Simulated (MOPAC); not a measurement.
MOPAC input (AM1):

```
AM1 PRECISE GNORM=0.05 LET XYZ GEO-OK AUX(PRECISION=9) THREADS=1
C4H4S

S    -0.00745418 1    0.00930076 1    1.18886061 1
C    -0.00314603 1    1.23475990 1   -0.01554078 1
C     0.00321953 1   -1.23485160 1    0.00381953 1
C     0.00610781 1    0.70120956 1   -1.27203811 1
C     0.00977370 1   -0.72102529 1   -1.26088861 1
H    -0.00764255 1    2.27441778 1    0.26701165 1
H     0.00407084 1   -2.26996127 1    0.30263693 1
H     0.01016329 1    1.29868792 1   -2.17207880 1
H     0.01694535 1   -1.33251200 1   -2.15145173 1
```

From the last part of the output:

```
                                                       MOPAC v23.2.5 Linux

          FINAL HEAT OF FORMATION =         27.38732 KCAL/MOL =     114.58854 KJ/MOL

          COSMO AREA              =        112.53 SQUARE ANGSTROMS
          COSMO VOLUME            =        100.96 CUBIC ANGSTROMS

          GRADIENT NORM           =          0.00346          =       0.00115 PER ATOM
          IONIZATION POTENTIAL    =          9.217770 EV
          HOMO LUMO ENERGIES (EV) =         -9.218  0.238
          NO. OF FILLED LEVELS    =         13
          MOLECULAR WEIGHT        =         84.1356         POINT GROUP:  C2v

          MOLECULAR DIMENSIONS (Angstroms)

            Atom       Atom       Distance
            H     7    H     6     4.55309
            H     9    S     1     3.33758
            C     4    C     2     0.00000

          SCF CALCULATIONS        =         25

   ATOM   CHEMICAL          X               Y               Z
  NUMBER   SYMBOL      (ANGSTROMS)     (ANGSTROMS)     (ANGSTROMS)

     1       S         -0.00727592  *   0.00909975  *   1.16042112  *
     2       C         -0.00326244  *   1.22144884  *   0.00868052  *
     3       C          0.00303328  *  -1.22115586  *   0.02786538  *
     4       C          0.00607253  *   0.70615891  *  -1.26847231  *
     5       C          0.00976373  *  -0.72594835  *  -1.25722439  *
     6       H         -0.00765103  *   2.27870242  *   0.26656890  *
     7       H          0.00408396  *  -2.27423636  *   0.30233408  *
     8       H          0.01026718  *   1.29532916  *  -2.18729192  *
     9       H          0.01703245  *  -1.32944778  *  -2.16667721  *

                             CARTESIAN COORDINATES

   1    S       -0.007275920     0.009099745     1.160421117
   2    C       -0.003262438     1.221448838     0.008680521
   3    C        0.003033282    -1.221155862     0.027865384
   4    C        0.006072525     0.706158913    -1.268472310
   5    C        0.009763732    -0.725948348    -1.257224387
   6    H       -0.007651033     2.278702418     0.266568896
   7    H        0.004083964    -2.274236365     0.302334081
   8    H        0.010267183     1.295329164    -2.187291918
   9    H        0.017032453    -1.329447784    -2.166677213

           Empirical Formula: C4 H4 S  =     9 atoms

      MOLECULAR POINT GROUP   :   C2v

                  EIGENVALUES
 -37.70433 -29.85102 -25.02908 -20.56296 -18.39708 -16.38299 -13.82779 -13.82579
 -13.33207 -13.15601 -11.66965  -9.55414  -9.21777   0.23843   0.92534   1.36077
   1.75931   4.11694   4.33721   4.59559   4.71015   5.05830   5.40157   5.61750

              NET ATOMIC CHARGES AND DIPOLE CONTRIBUTIONS

  ATOM NO.   TYPE          CHARGE      No. of ELECS.   s-Pop       p-Pop
    1          S           0.548202        5.4518     1.80509     3.64671
    2          C          -0.439198        4.4392     1.25656     3.18264
    3          C          -0.439197        4.4392     1.25656     3.18264
    4          C          -0.156758        4.1568     1.22346     2.93330
    5          C          -0.156757        4.1568     1.22346     2.93330
    6          H           0.169495        0.8305     0.83051
    7          H           0.169495        0.8305     0.83051
    8          H           0.152359        0.8476     0.84764
    9          H           0.152359        0.8476     0.84764
 DIPOLE           X         Y         Z       TOTAL
 POINT-CHG.    -0.014     0.017     2.157     2.157
 HYBRID         0.011    -0.014    -1.813     1.813
 SUM           -0.002     0.003     0.344     0.344

          ATOMIC ORBITAL ELECTRON POPULATIONS

     Atom    s        px        py        pz
    1  S   1.80509   1.63703   0.92098   1.08870
    2  C   1.25656   1.14636   1.04925   0.98704
    3  C   1.25656   1.14636   1.04915   0.98714
    4  C   1.22346   1.03511   0.93578   0.96241
    5  C   1.22346   1.03511   0.93720   0.96099
    6  H   0.83051
    7  H   0.83051
    8  H   0.84764
    9  H   0.84764

 **********************
 *                    *
 * JOB ENDED NORMALLY *
 *                    *
 **********************

 == MOPAC DONE ==
```
